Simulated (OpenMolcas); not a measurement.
## How basis sets differ on CH4FSi (SMILES [CH2][SiH2]F)

CH4FSi: 7 atoms, total charge 0, spin state doublet. SMILES: `[CH2][SiH2]F`. The coordinates come from a PBE0-D4/def2-TZVP relaxation. This is one conformer, not always the lowest.

```xyz
7

C    -0.8719    0.2811   -0.6158
Si    0.5886   -0.1573    0.3925
F     0.6526   -1.7495    0.5505
H    -1.5360   -0.4660   -1.0385
H    -1.1360    1.3107   -0.8379
H     0.5099    0.4306    1.7553
H     1.8540    0.2825   -0.2517
```

Each level gives the dipole moment (D). The values are calculated.

```json
{"level": "ROHF/ANO-L-MB", "kind": "Hartree–Fock", "program": "OpenMolcas", "value (D)": "1.69", "CPU time": "3.9 s"}
{"level": "ROHF/ANO-RCC-MB (DKH2)", "kind": "Hartree–Fock", "program": "OpenMolcas", "value (D)": "2.04", "CPU time": "4.7 s"}
{"level": "UHF/STO-3G", "kind": "Hartree–Fock", "program": "OpenMolcas", "value (D)": "1.10", "CPU time": "2.5 s"}
{"level": "UHF/3-21G", "kind": "Hartree–Fock", "program": "OpenMolcas", "value (D)": "2.10", "CPU time": "2.9 s"}
{"level": "UHF/6-311+G**", "kind": "Hartree–Fock", "program": "OpenMolcas", "value (D)": "2.05", "CPU time": "16 s"}
```

The values span 1.10 to 2.10 D. Magnitudes only. Sets without polarisation functions give poor dipoles. CPU times are rough (shared hosts, several kinds of processor and program).
